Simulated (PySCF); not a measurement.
**Calculated properties of `C1C[C@@H]2C[C@@H]2C1`**

Species: C6H10.
Atom-mapped SMILES: `[CH2:1]1[CH2:2][C@@H:3]2[CH2:4][C@@H:5]2[CH2:6]1` (hydrogens: H7, H8 on C1; H9, H10 on C2; H11 on C3; H12, H13 on C4; H14 on C5; H15, H16 on C6)

Cartesian coordinates in Å at the PBE0-D3(BJ)/def2-SVP level; atoms count from 1:
```xyz
16
C6H10 angstrom
C      1.135    0.394   -0.678
C      1.026   -0.914    0.120
C     -0.395   -0.924    0.649
C     -1.496   -0.576   -0.311
C     -0.924    0.487    0.582
C      0.170    1.369    0.013
H      0.823    0.228   -1.721
H      2.165    0.779   -0.724
H      1.725   -0.904    0.974
H      1.273   -1.799   -0.489
H     -0.633   -1.575    1.494
H     -2.497   -0.941   -0.068
H     -1.285   -0.548   -1.385
H     -1.557    0.888    1.378
H     -0.207    2.144   -0.674
H      0.676    1.890    0.842
```

Some functional groups and rings: cyclopropane ring.

**PBE0-D3(BJ)/def2-SVP geometry optimisation, gas phase (PySCF)**

```yaml
Point_group: Cs
Rotational_constants_A_B_C: 5.587, 4.258, 3.142 GHz
```

From CAM-B3LYP/def2-SVPD ground state, ΔSCF and vertical TDDFT (core frozen in the response) (PySCF):

```yaml
Dipole_moment: 0.18 D
HOMO_energy: -8.96 eV
LUMO_energy: 1.48 eV
HOMO–LUMO_gap: 10.44 eV
Lowest_singlet_excitation: 7.48 eV (166 nm, f = 0.008)
Strongest_line_among_the_10_lowest_singlet_transitions: S10 at 9.11 eV (136 nm, f = 0.055)
Lowest_triplet_excitation_Tamm–Dancoff: 7.34 eV
Static_isotropic_polarisability: 65.4 au
Vertical_ionisation_energy: 9.75 eV
Electronic_spatial_extent_⟨r²⟩_about_the_centre_of_nuclear_charge: 506 bohr²
```

PBE0/pcSseg-1 ground state and GIAO shieldings, non-relativistic (PySCF):

```yaml
Lowest_Hirshfeld_atomic_charge: -0.10 e on C4
Highest_Hirshfeld_atomic_charge: +0.05 e on H12
13C_chemical_shifts_computed_TMS_as_zero_by_class: 29.9 (C2/C6), 21.9 (C1), 18.5 (C3/C5), 7.5 (C4) ppm
1H_chemical_shifts_computed_TMS_as_zero_by_class: 1.65 (H10/H15), 1.60 (H9/H16), 1.33 (H8), 1.06 (H11/H14), 0.98 (H7), 0.24 (H12), 0.13 (H13) ppm
Mayer_bond_orders_between_heavy_atoms: C1–C2 1.01, C2–C3 1.01, C3–C4 0.94, C4–C5 0.94, C5–C6 1.01, C6–C1 1.01, C5–C3 0.93
```

From B3LYP/pcJ-1 indirect spin-spin coupling, non-relativistic, gas phase; spin–dipole term left out (PySCF):

```yaml
Largest_of_the_computed_one-bond_spin–spin_couplings_means_over_like_bonds: 13C–1H +173.2 (C3–H11 and 1 like it), 13C–1H +167.2 (C4–H13), 13C–1H +165.5 (C4–H12), 13C–1H +137.9 (C1–H8), 13C–1H +137.6 (C2–H10 and 1 like it), 13C–1H +132.8 (C1–H7), 13C–1H +132.2 (C2–H9 and 1 like it), 13C–13C +43.2 (C2–C3 and 1 like it) Hz
```

Monoisotopic mass (most abundant isotopes): 82.0783 u.

The largest Löwdin shares of the HOMO are 0.27 on C5, 0.27 on C3 and 0.11 on C4. The vertical singlet–triplet gap S1 − T1 is 0.14 eV (TDDFT singlet less Tamm–Dancoff triplet; S1: HOMO→LUMO, weight 0.83; T1: HOMO→LUMO, weight 0.79). The ΔSCF ionisation energy exceeds −ε(HOMO) by 0.79 eV with CAM-B3LYP. No computed singlet falls in the visible range (750 to 380 nm, 1.65 to 3.26 eV); S1 lies 4.22 eV above its blue end. The polarisability is 9.70 Å³ as a volume (1 au = 0.148185 Å³), or 1.42 au for each of the 46 electrons.

For the TDDFT job (CAM-B3LYP/def2-SVPD), the run took 1.9 min of wall time on Arm Neoverse V1, one thread, shared host.

One conformer stands for the species.
